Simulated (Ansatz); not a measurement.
A calculation on zinc-blende CuI returned lattice constant a 5.993 Å, bulk modulus 45.0 GPa.

For reference: lattice constant a 6.053 ± 0.003 Å (measured, temperature not stated, not corrected to a static lattice, our sources range from 6.044 to 6.054; as tabulated in arXiv:2305.18931); bulk modulus 36.6 GPa (measured, temperature not stated, not corrected to a static lattice; as tabulated in Gopakumar et al. (2017), arXiv:1612.07068).

Problem. Which level of theory produced these numbers?
A. LC-ωPBE (Ansatz, an electronic-structure program)
B. Hartree–Fock (Ansatz)
C. r²SCAN+SOC (Ansatz)
D. r²SCAN (Ansatz)

Solution. A, LC-ωPBE (Ansatz)

The others give: r²SCAN 6.023 Å, 43.8 GPa; Hartree–Fock 6.638 Å, 16.7 GPa; r²SCAN+SOC 6.025 Å, 43.5 GPa.

Unless a cell is named, each level is at its own relaxed cell (Hartree–Fock 36.56, LC-ωPBE 26.90, r²SCAN 27.31, r²SCAN+SOC 27.34 Å³/atom).

Caveats: the cell is over a tenth larger than the published one: the level's own overestimate first of all, though another phase or state, or a fault of the published cell, is possible (Hartree–Fock). Ansatz's density-functional and Hartree–Fock values are scalar-relativistic unless marked +SOC, with PAW data made under PBE.
